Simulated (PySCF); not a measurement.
**Spin states of OH⁺**

Unrestricted PBE0; H def2-SVPD, O def2-SVPD; no relativity (PySCF 2.14). Outer shells of the fragments: O 2s2 2p4.

Followed along the bond (rough minima from three points):

| 2Ms+1 | unpaired | ⟨S²⟩ at the start | R at minimum (Å) | Te (eV) |
| --- | --- | --- | --- | --- |
| 3 | π ↑↑ | 2.01 | 1.04 | 0.00 |
| 1 | π ↑↓ | 1.00 | 1.04 | 0.86 |

Solutions found at the starting distance of 1.020 Å, counted from the lowest of them; the search is not exhaustive and high or unbound solutions are not listed, so other states can lie among these:

```
2Ms+1  unpaired   term  E (eV)  ⟨S²⟩  ⟨Lz²⟩  μ (D)
    3      π ↑↑    ³Σ⁻    0.00  2.01   0.00  -2.27
    1      π ↑↓  mixed    0.86  1.00   2.01  -2.27
    1      none  mixed    3.26  0.00   2.00  -2.28
    3  σ ↑, π ↑     ³Π    3.53  2.00   1.00  -2.20
    1  σ ↓, π ↑  mixed    4.38  1.01   1.00  -2.28
```

A term symbol is given only where ⟨S²⟩ and ⟨Lz²⟩ are close to those of a pure state; real π, δ and φ orbitals otherwise mix terms. A positive dipole points towards O; it is taken about the centre of mass and depends on that origin.
